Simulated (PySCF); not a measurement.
Electronic absorption of 3-fluoropropan-1-amine

Compound: 3-fluoropropan-1-amine, C3H8FN.
SMILES: `NCCCF`

Level of theory: TDDFT PBE0/def2-SVPD, vertical, gas phase, core orbitals frozen in the response (PySCF 2.14.0, density-fitted response routines). Geometry: GFN2-xTB, one conformer, isolated molecule. Torsions of this conformer, `[NH2:1][CH2:2][CH2:3][CH2:4][F:5]`: N1–C2–C3–C4 -65°, C2–C3–C4–F5 -73°, H–N1–C2–C3 174°, H–N1–C2–C3 -67°.

**Question.** What does the calculation give for the low-lying excited states?

**Answer.** 

| state | E (eV) | λ (nm) | f | main configurations (H = HOMO, L = LUMO) |
| --- | --- | --- | --- | --- |
| S1 | 6.33 | 195.9 | 0.010 | H→L (94%) |
| S2 | 7.32 | 169.3 | 0.0022 | H→L+1 (82%), H→L+3 (9%) |
| S3 | 7.48 | 165.6 | 0.055 | H→L+2 (84%), H→L+3 (12%) |
| S4 | 7.73 | 160.3 | 0.0061 | H→L+3 (74%), H→L+1 (11%), H→L+2 (11%) |
| S5 | 8.14 | 152.4 | 0.0081 | H→L+4 (94%) |
| S6 | 8.59 | 144.3 | 0.0021 | H→L+5 (80%), H→L+6 (14%) |

Triplets, Tamm–Dancoff:

```csv
state,E (eV),λ (nm),"main configurations (H = HOMO, L = LUMO)"
T1,6.03,205.7,H→L (88%)
T2,7.17,173.0,"H→L+1 (65%), H→L+2 (10%)"
```

The lowest singlet comes at 196 nm (611 kJ/mol) in the vacuum ultraviolet; it is weak; its leading configuration is HOMO→LUMO (94%). The most intense listed level is S3 at 7.48 eV (166 nm, f = 0.055), 1.16 eV above S1. Löwdin shares by element: HOMO nitrogen 61%, carbon 13% or more, hydrogen 13% or more; LUMO carbon 28% or more, hydrogen 25% or more (atoms not listed hold the other 47%). Orbital energies (eV): HOMO-3 -10.15, HOMO-2 -9.34, HOMO-1 -9.14, HOMO -7.06, LUMO 0.68, LUMO+1 1.40, LUMO+2 1.64. Weighted by f, the mean energy of these states is 7.45 eV. The listed states span 2.26 eV, and the widest gap between neighbours is 0.99 eV (S1 to S2). Singlets were solved by full linear response, triplets in the Tamm–Dancoff approximation.

Without π bonds the low states are Rydberg-like; a valence basis with one diffuse set may place them up to an eV too high.
